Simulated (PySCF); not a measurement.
# Al(NH3)H3 (AlNH₆): fields and orbitals

Aim: take Al(NH3)H3 (AlNH₆) and localise its valence orbitals and compute its lowest excited states.

Computed with PySCF 2.14.0. Level: levels as typed in each script, gas phase, geometry from GFN2-xTB.

## 1. Where the work starts

8 atoms, charge 0, spin multiplicity 1.

Bond lengths: Al1–N2 2.053 Å, Al1–H6 1.570 Å, Al1–H7 1.570 Å, Al1–H8 1.570 Å, N2–H3 1.017 Å, N2–H4 1.018 Å, N2–H5 1.017 Å. Angles: N2–Al1–H6 97.8°, N2–Al1–H7 97.8°, N2–Al1–H8 97.7°, H6–Al1–H7 118.2°, H6–Al1–H8 118.2°, H7–Al1–H8 118.2°, Al1–N2–H3 110.7°, Al1–N2–H4 110.6°, Al1–N2–H5 110.7°, H3–N2–H4 108.2°, H3–N2–H5 108.3°, H4–N2–H5 108.2°.

Coordinates:

```mol
AlH6N
  3D, bonds by distance, orders not assigned

  8  7  0  0  0  0  0  0  0  0999 V2000
   -0.8065   -0.0000    0.0000 Al  0  0
    1.2463   -0.0002    0.0000 N   0  0
    1.6056   -0.5395    0.7843 H   0  0
    1.6053    0.9497    0.0755 H   0  0
    1.6055   -0.4088   -0.8598 H   0  0
   -1.0187    0.9049   -1.2658 H   0  0
   -1.0187    0.6438    1.4166 H   0  0
   -1.0182   -1.5487   -0.1508 H   0  0
  1  2  8  0
  1  6  8  0
  1  7  8  0
  1  8  8  0
  2  3  8  0
  2  4  8  0
  2  5  8  0
M  END
```

## 2. Localised orbitals (TPSSh/aug-cc-pvdz)

Contents of input.py:

```python
import numpy as np
from pyscf import gto, scf, dft, lo
from pyscf.data.elements import chemcore

def solve(mol, dm0=None, hcore=None):
    mf = (dft.UKS if mol.spin else dft.RKS)(mol, xc='tpssh')
    mf.grids.level = 3
    mf = mf.density_fit(auxbasis='def2-universal-jkfit')
    mf.conv_tol, mf.max_cycle = 1e-8, 80
    if hcore is not None:
        mf.get_hcore = lambda *args: hcore
    mf.kernel(dm0)
    if not mf.converged:
        mf = mf.newton().run(mf.mo_coeff, mf.mo_occ, max_cycle=30)
    assert mf.converged, 'SCF not converged'
    return mf

mol = gto.M(atom='''
Al    -0.80655    -0.00001     0.00000
N      1.24633    -0.00018     0.00000
H      1.60557    -0.53951     0.78429
H      1.60529     0.94968     0.07549
H      1.60554    -0.40875    -0.85978
H     -1.01870     0.90492    -1.26582
H     -1.01865     0.64375     1.41661
H     -1.01824    -1.54872    -0.15078
''', basis='aug-cc-pvdz', charge=0, spin=0, verbose=4)
mf = solve(mol)
occ_all = mf.mo_coeff[:, mf.mo_occ > 0]
occ = occ_all[:, chemcore(mol):]
pm = lo.PM(mol, occ, pop_method='meta_lowdin')
loc = pm.kernel()
for _ in range(5):
    new, stable = pm.stability_jacobi(return_status=True)
    if stable:
        break
    loc = pm.kernel(new)
fock, s = mf.get_fock(), mf.get_ovlp()
ortho = lo.orth_ao(mol, 'meta_lowdin')
labels = mol.ao_labels(fmt=None)
vir = loc[:, :0]
both = np.hstack([loc, vir])
p = (ortho.T @ s @ both) ** 2
pop = np.array([p[[l[0] == a for l in labels]].sum(0) for a in range(mol.natm)])
spd = np.array([[p[[l[0] == a and l[2][-1] == k for l in labels]].sum(0) for k in 'spd'] for a in range(mol.natm)])
eps = np.einsum('pi,pq,qi->i', both, fock, both)
for i in np.argsort(eps):
    top = np.argsort(-pop[:, i])[:3]
    print('%3d %s %9.4f Eh ' % (i + 1, 'occ' if i < loc.shape[1] else 'vir', eps[i]), '  '.join('%s%d %.3f' % (mol.atom_symbol(a), a + 1, pop[a, i]) for a in top))
np.savez('result.npz', c=both, nocc=loc.shape[1], pop=pop, spd=spd, eps=eps, e=mf.e_tot)
```

Run with:

```sh
> OMP_NUM_THREADS=1 python input.py
```

The program printed:

```text
[ENV] PYSCF_TMPDIR <dir>
[ENV] PYSCF_MAX_MEMORY 1375
[INPUT] verbose = 4
[INPUT] num. atoms = 8
[INPUT] num. electrons = 26
[INPUT] charge = 0
[INPUT] spin (= nelec alpha-beta = 2S) = 0
[INPUT] symmetry False subgroup None
[INPUT] Mole.unit = angstrom
[INPUT] Symbol           X                Y                Z      unit          X                Y                Z       unit  Magmom
[INPUT]  1 Al    -0.806550000000  -0.000010000000   0.000000000000 AA   -1.524158605768  -0.000018897261   0.000000000000 Bohr   0.0
[INPUT]  2 N      1.246330000000  -0.000180000000   0.000000000000 AA    2.355222360829  -0.000340150702   0.000000000000 Bohr   0.0
[INPUT]  3 H      1.605570000000  -0.539510000000   0.784290000000 AA    3.034087573818  -1.019526141464   1.482093302235 Bohr   0.0
[INPUT]  4 H      1.605290000000   0.949680000000   0.075490000000 AA    3.033558450503   1.794635105977   0.142655425143 Bohr   0.0
[INPUT]  5 H      1.605540000000  -0.408750000000  -0.859780000000 AA    3.034030882034  -0.772425553416  -1.624748727379 Bohr   0.0
[INPUT]  6 H     -1.018700000000   0.904920000000  -1.265820000000 AA   -1.925064003094   1.710050964641  -2.392053122997 Bohr   0.0
[INPUT]  7 H     -1.018650000000   0.643750000000   1.416610000000 AA   -1.924969516788   1.216511192689   2.677004925320 Bohr   0.0
[INPUT]  8 H     -1.018240000000  -1.548720000000  -0.150780000000 AA   -1.924194729077  -2.926656643636  -0.284932905062 Bohr   0.0

nuclear repulsion = 62.5850070029382
number of shells = 46
number of NR pGTOs = 151
number of NR cGTOs = 104
basis = aug-cc-pvdz
ecp = {}

******** <class 'pyscf.df.df_jk.DFRKS'> ********
method = DFRKS
initial guess = minao
damping factor = 0
level_shift factor = 0
DIIS = <class 'pyscf.scf.diis.CDIIS'>
diis_start_cycle = 1
diis_space = 8
diis_damp = 0
SCF conv_tol = 1e-08
SCF conv_tol_grad = None
SCF max_cycles = 80
direct_scf = False
XC library pyscf.dft.libxc version 7.0.0
    S. Lehtola, C. Steigemann, M. J.T. Oliveira, and M. A.L. Marques.,  SoftwareX 7, 1–5 (2018)
XC functionals = tpssh
    V. N. Staroverov, G. E. Scuseria, J. Tao, and J. P. Perdew.,  J. Chem. Phys. 119, 12129 (2003)
radial grids:
    Treutler-Ahlrichs [JCP 102, 346 (1995); DOI:10.1063/1.469408] (M4) radial grids

becke partition: Becke, JCP 88, 2547 (1988); DOI:10.1063/1.454033
pruning grids: <function nwchem_prune at 0x7bae1a187600>
grids dens level: 3
symmetrized grids: False
atomic radii adjust function: <function treutler_atomic_radii_adjust at 0x7bae1a187ba0>
small_rho_cutoff = 0
Set gradient conv threshold to 0.0001
Initial guess from minao.
tot grids = 91936
******** <class 'pyscf.df.df.DF'> ********
auxbasis = def2-universal-jkfit
init E= -300.599638181475
  HOMO = -0.330040217301191  LUMO = -0.0535449575768849  gap/eV = 7.52382
cycle= 1 E= -300.796696668393  delta_E= -0.197  |g|= 0.307  |ddm|= 2.31
  HOMO = -0.218338435191868  LUMO = -0.0414798012870614  gap/eV = 4.81257
cycle= 2 E= -300.80388022022  delta_E= -0.00718  |g|= 0.309  |ddm|= 0.526
  HOMO = -0.245719604988146  LUMO = -0.046540270928713  gap/eV = 5.41995
cycle= 3 E= -300.824159738122  delta_E= -0.0203  |g|= 0.0704  |ddm|= 0.229
  HOMO = -0.256703556054843  LUMO = -0.0423664507171528  gap/eV = 5.83241
cycle= 4 E= -300.825436956779  delta_E= -0.00128  |g|= 0.0055  |ddm|= 0.0857
  HOMO = -0.255273344451359  LUMO = -0.0424897359224441  gap/eV = 5.79014
cycle= 5 E= -300.825446320753  delta_E= -9.36e-06  |g|= 0.0014  |ddm|= 0.011
  HOMO = -0.255240139933591  LUMO = -0.0425214365018451  gap/eV = 5.78837
cycle= 6 E= -300.825446946007  delta_E= -6.25e-07  |g|= 0.000109  |ddm|= 0.00219
  HOMO = -0.255219704104681  LUMO = -0.0425181404645176  gap/eV = 5.78790
cycle= 7 E= -300.825446950056  delta_E= -4.05e-09  |g|= 2e-05  |ddm|= 0.000368
  HOMO = -0.255224915604758  LUMO = -0.0425224302724105  gap/eV = 5.78793
Extra cycle  E= -300.825446950125  delta_E= -6.96e-11  |g|= 2e-05  |ddm|= 5.12e-05
converged SCF energy = -300.825446950125

******** <class 'pyscf.lo.pipek.PipekMezey'> ********
conv_tol = 1e-06
conv_tol_grad = None
max_cycle = 100
max_stepsize = 0.05
max_iters = 20
kf_interval = 5
kf_trust_region = 5
ah_start_tol = 1000000000.0
ah_start_cycle = 1
ah_level_shift = 0
ah_conv_tol = 1e-12
ah_lindep = 1e-14
ah_max_cycle = 40
ah_trust_region = 3
init_guess = atomic
algorithm = ciah
pop_method = meta_lowdin
exponent = 2
Set conv_tol_grad to 0.000316228
Init f(x)= 3.5873413610668  |g|= 0.243694
macro= 1  f(x)= 3.7768671939416  delta_f= 0.189526  |g|= 0.370484  4 KF 21 Hx
macro= 2  f(x)= 3.8661373992952  delta_f= 0.0892702  |g|= 0.111443  3 KF 10 Hx
macro= 3  f(x)= 3.8667191859702  delta_f= 0.000581787  |g|= 0.0355648  1 KF 3 Hx
macro= 4  f(x)= 3.8667191981836  delta_f= 1.22134e-08  |g|= 0.000172368  1 KF 2 Hx
macro X = 4  f(x)= 3.8667191981836  |g|= 0.000172368  8 intor 9 KF 36 Hx
PipekMezey is stable in the Jacobi stability analysis
  1 occ   -0.6387 Eh  N2 0.625  H3 0.371  Al1 0.003
  2 occ   -0.6387 Eh  N2 0.625  H5 0.371  Al1 0.003
  3 occ   -0.6382 Eh  N2 0.625  H4 0.371  Al1 0.003
  4 occ   -0.4547 Eh  N2 0.850  Al1 0.142  H8 0.002
  5 occ   -0.2908 Eh  H6 0.589  Al1 0.407  H3 0.001
  6 occ   -0.2908 Eh  H7 0.589  Al1 0.407  H5 0.001
  7 occ   -0.2908 Eh  H8 0.589  Al1 0.407  H4 0.001
```

Wall time 8.1 s (1 thread of AMD EPYC 7R43 (Zen 3), shared host); peak memory 0.48 GiB.

## 3. Analysis of result.npz

Pipek–Mezey orbitals, occupied:

- σ bond N2–H3 (N2 62 %, H3 37 %; −17.4 eV)
- σ bond N2–H5 (N2 62 %, H5 37 %; −17.4 eV)
- σ bond N2–H4 (N2 62 %, H4 37 %; −17.4 eV)
- very polar σ bond N2–Al1 (N2 85 %, Al1 14 %; −12.4 eV)
- σ bond H6–Al1 (H6 59 %, Al1 41 %; −7.9 eV)
- σ bond H7–Al1 (H7 59 %, Al1 41 %; −7.9 eV)
- σ bond H8–Al1 (H8 59 %, Al1 41 %; −7.9 eV)

(Part 1 of 2 ends here.)
